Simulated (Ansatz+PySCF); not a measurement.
Results of a calculation; reference values are marked as such.
Input for PySCF 2.14.0:

```python
from pyscf import gto, scf, cc

mol = gto.M(atom="""
Al 0.000000 0.000000 0.000000
P 0.000000 0.000000 3.460000
""", basis='sto-3g', charge=0, spin=2)
mf = scf.UHF(mol)
mf.kernel()
mycc = cc.CCSD(mf, frozen=10).run()
et = mycc.ccsd_t()
print(mf.e_tot, mycc.e_corr, et, mycc.e_tot + et)
```

The script is written out from the run's settings.

The run gave:

```json
{
 "Converged": "yes",
 "Reference energy": "-575.66560 hartree",
 "CCSD correlation energy": "-0.10280 hartree",
 "Triples correction": "-0.00038 hartree",
 "Total energy": "-575.76879 hartree",
 "Spin squared of the determinant": "2.036"
}
```

This is not the lowest solution: another run reaches a determinant 1.93 eV lower. Caution: bonds are stretched, where a single reference can fail.
